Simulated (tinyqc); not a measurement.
Worked calculation: RKS/BP86 in the sto-6g basis, for BH2+, spin multiplicity 1. One step of it, computed by the program tinyqc.

Problem. Iteration 2: building the Kohn-Sham matrix. J_ij = sum D_kl (ij|kl); F = H + J + V_xc; E = tr D H + tr D J / 2 + E_xc + E_nn.

D after iteration 1:
```
            1B 1s      1B 2s    1B 2px     1B 2py     1B 2pz      2H 1s      3H 1s
1B 1s    2.110340  -0.399953  0.000000   0.000000  -0.013228  -0.114551  -0.114551
1B 2s   -0.399953   1.460575  0.000000   0.000000   0.050685   0.386652   0.386652
1B 2px   0.000000   0.000000  0.000000   0.000000   0.000000   0.000000   0.000000
1B 2py   0.000000   0.000000  0.000000   0.401023   0.000000   0.461718  -0.461718
1B 2pz  -0.013228   0.050685  0.000000   0.000000   0.001759   0.013415   0.013415
2H 1s   -0.114551   0.386652  0.000000   0.461718   0.013415   0.633992  -0.429204
3H 1s   -0.114551   0.386652  0.000000  -0.461718   0.013415  -0.429204   0.633992
```

core Hamiltonian H = T + V (hartree):
```
             1B 1s      1B 2s     1B 2px     1B 2py     1B 2pz      2H 1s      3H 1s
1B 1s   -13.096358  -3.250747   0.000000   0.000000  -0.008094  -0.319344  -0.319344
1B 2s    -3.250747  -4.023493   0.000000   0.000000  -0.076064  -0.958670  -0.958670
1B 2px    0.000000   0.000000  -3.230991   0.000000   0.000000   0.000000   0.000000
1B 2py    0.000000   0.000000   0.000000  -3.337742   0.000000  -0.915786   0.915786
1B 2pz   -0.008094  -0.076064   0.000000   0.000000  -3.249633  -0.390109  -0.390109
2H 1s    -0.319344  -0.958670   0.000000  -0.915786  -0.390109  -2.273487  -0.078334
3H 1s    -0.319344  -0.958670   0.000000   0.915786  -0.390109  -0.078334  -2.273487
```

Two-electron integrals (ij|kl) in chemists' order, unique and non-zero (hartree):
```
(11|11) 2.924993    (21|11) 0.480756    (21|21) 0.099484    (22|11) 0.743449
(22|21) 0.188967    (22|22) 0.544922    (31|31) 0.021096    (32|31) 0.030854
(32|32) 0.120443    (33|11) 0.743450    (33|21) 0.188967    (33|22) 0.544922
(33|33) 0.587109    (41|41) 0.021096    (42|41) 0.030854    (42|42) 0.120443
(43|43) 0.031641    (44|11) 0.743450    (44|21) 0.188967    (44|22) 0.544922
(44|33) 0.523827    (44|44) 0.587109    (51|51) 0.021096    (52|51) 0.030854
(52|52) 0.120443    (53|53) 0.031641    (54|54) 0.031641    (55|11) 0.743450
(55|21) 0.188967    (55|22) 0.544922    (55|33) 0.523827    (55|44) 0.523827
(55|55) 0.587109    (61|11) 0.048158    (61|21) 0.009674    (61|22) 0.018292
(61|33) 0.018195    (61|41) 0.000704    (61|42) 0.001362    (61|44) 0.018444
(61|51) 0.000294    (61|52) 0.000569    (61|54) 0.000104    (61|55) 0.018238
(61|61) 0.000976    (62|11) 0.143922    (62|21) 0.037386    (62|22) 0.122280
(62|33) 0.118591    (62|41) 0.003983    (62|42) 0.025462    (62|44) 0.128014
(62|51) 0.001665    (62|52) 0.010640    (62|54) 0.003938    (62|55) 0.120236
(62|61) 0.003887    (62|62) 0.042329    (63|31) 0.003460    (63|32) 0.016730
(63|43) 0.004480    (63|53) 0.001872    (63|63) 0.003988    (64|11) 0.136661
(64|21) 0.035924    (64|22) 0.123263    (64|33) 0.117055    (64|41) 0.006638
(64|42) 0.039565    (64|44) 0.134241    (64|51) 0.001328    (64|52) 0.009542
(64|54) 0.005310    (64|55) 0.118491    (64|61) 0.003885    (64|62) 0.049537
(64|64) 0.060805    (65|11) 0.057109    (65|21) 0.015012    (65|22) 0.051510
(65|33) 0.048916    (65|41) 0.001328    (65|42) 0.009542    (65|44) 0.052354
(65|51) 0.004015    (65|52) 0.020718    (65|54) 0.005917    (65|55) 0.053261
(65|61) 0.001624    (65|62) 0.020701    (65|64) 0.023743    (65|65) 0.013910
(66|11) 0.325071    (66|21) 0.086021    (66|22) 0.318006    (66|33) 0.301449
(66|41) 0.009421    (66|42) 0.082634    (66|44) 0.343736    (66|51) 0.003937
(66|52) 0.034532    (66|54) 0.017671    (66|55) 0.308833    (66|61) 0.009044
(66|62) 0.151800    (66|64) 0.191210    (66|65) 0.079905    (66|66) 0.774999
(71|11) 0.048158    (71|21) 0.009674    (71|22) 0.018292    (71|33) 0.018195
(71|41) -0.000704   (71|42) -0.001362   (71|44) 0.018444    (71|51) 0.000294
(71|52) 0.000569    (71|54) -0.000104   (71|55) 0.018238    (71|61) 0.000924
(71|62) 0.003473    (71|64) 0.003215    (71|65) 0.001461    (71|66) 0.007990
(71|71) 0.000976    (72|11) 0.143922    (72|21) 0.037386    (72|22) 0.122280
(72|33) 0.118591    (72|41) -0.003983   (72|42) -0.025462   (72|44) 0.128014
(72|51) 0.001665    (72|52) 0.010640    (72|54) -0.003938   (72|55) 0.120236
(72|61) 0.003473    (72|62) 0.024218    (72|64) 0.022107    (72|65) 0.011591
(72|66) 0.063593    (72|71) 0.003887    (72|72) 0.042329    (73|31) 0.003460
(73|32) 0.016730    (73|43) -0.004480   (73|53) 0.001872    (73|63) 0.001925
(73|73) 0.003988    (74|11) -0.136661   (74|21) -0.035924   (74|22) -0.123263
(74|33) -0.117055   (74|41) 0.006638    (74|42) 0.039565    (74|44) -0.134241
(74|51) -0.001328   (74|52) -0.009542   (74|54) 0.005310    (74|55) -0.118491
(74|61) -0.003215   (74|62) -0.022107   (74|64) -0.018987   (74|65) -0.010441
(74|66) -0.057827   (74|71) -0.003885   (74|72) -0.049537   (74|74) 0.060805
(75|11) 0.057109    (75|21) 0.015012    (75|22) 0.051510    (75|33) 0.048916
(75|41) -0.001328   (75|42) -0.009542   (75|44) 0.052354    (75|51) 0.004015
(75|52) 0.020718    (75|54) -0.005917   (75|55) 0.053261    (75|61) 0.001461
(75|62) 0.011591    (75|64) 0.010441    (75|65) 0.007362    (75|66) 0.031324
(75|71) 0.001624    (75|72) 0.020701    (75|74) -0.023743   (75|75) 0.013910
(76|11) 0.010873    (76|21) 0.002819    (76|22) 0.009273    (76|33) 0.009038
(76|44) 0.009406    (76|51) 0.000221    (76|52) 0.001407    (76|55) 0.009376
(76|61) 0.000279    (76|62) 0.002527    (76|64) 0.002650    (76|65) 0.001348
(76|66) 0.007979    (76|71) 0.000279    (76|72) 0.002527    (76|74) -0.002650
(76|75) 0.001348    (76|76) 0.000201    (77|11) 0.325071    (77|21) 0.086021
(77|22) 0.318006    (77|33) 0.301449    (77|41) -0.009421   (77|42) -0.082634
(77|44) 0.343736    (77|51) 0.003937    (77|52) 0.034532    (77|54) -0.017671
(77|55) 0.308833    (77|61) 0.007990    (77|62) 0.063593    (77|64) 0.057827
(77|65) 0.031324    (77|66) 0.176613    (77|71) 0.009044    (77|72) 0.151800
(77|74) -0.191210   (77|75) 0.079905    (77|76) 0.007979    (77|77) 0.774999
```

nuclear repulsion = 3.43603282 hartree

V_xc (hartree):
```
            1B 1s      1B 2s     1B 2px     1B 2py     1B 2pz      2H 1s      3H 1s
1B 1s   -1.898961  -0.248844   0.000000   0.000000  -0.001244  -0.026287  -0.026287
1B 2s   -0.248844  -0.407320   0.000000   0.000000  -0.017953  -0.108418  -0.108418
1B 2px   0.000000   0.000000  -0.383941   0.000000   0.000000   0.000000   0.000000
1B 2py   0.000000   0.000000   0.000000  -0.449815   0.000000  -0.120833   0.120833
1B 2pz  -0.001244  -0.017953   0.000000   0.000000  -0.388209  -0.049853  -0.049853
2H 1s   -0.026287  -0.108418   0.000000  -0.120833  -0.049853  -0.424523  -0.007591
3H 1s   -0.026287  -0.108418   0.000000   0.120833  -0.049853  -0.007591  -0.424523
```

E_xc = sum of w rho eps_xc = -4.31114306 hartree

Give: Coulomb J; Kohn-Sham matrix F; total energy of this density.

Solution.

Coulomb J (hartree):
```
        1B 1s  1B 2s  1B 2px  1B 2py  1B 2pz  2H 1s   3H 1s
1B 1s   8.032  1.514   0.000   0.000   0.012  0.151   0.151
1B 2s   1.514  3.240   0.000   0.000   0.089  0.756   0.756
1B 2px  0.000  0.000   3.193   0.000   0.000  0.000   0.000
1B 2py  0.000  0.000   0.000   3.318   0.000  0.779  -0.779
1B 2pz  0.012  0.089   0.000   0.000   3.208  0.333   0.333
2H 1s   0.151  0.756   0.000   0.779   0.333  2.216   0.057
3H 1s   0.151  0.756   0.000  -0.779   0.333  0.057   2.216
```

Kohn-Sham matrix F (hartree):
```
         1B 1s   1B 2s  1B 2px  1B 2py  1B 2pz   2H 1s   3H 1s
1B 1s   -6.963  -1.985   0.000   0.000   0.003  -0.195  -0.195
1B 2s   -1.985  -1.191   0.000   0.000  -0.005  -0.311  -0.311
1B 2px   0.000   0.000  -0.422   0.000   0.000   0.000   0.000
1B 2py   0.000   0.000   0.000  -0.469   0.000  -0.258   0.258
1B 2pz   0.003  -0.005   0.000   0.000  -0.430  -0.107  -0.107
2H 1s   -0.195  -0.311   0.000  -0.258  -0.107  -0.482  -0.029
3H 1s   -0.195  -0.311   0.000   0.258  -0.107  -0.029  -0.482
```

total energy of this density = -25.43847 hartree
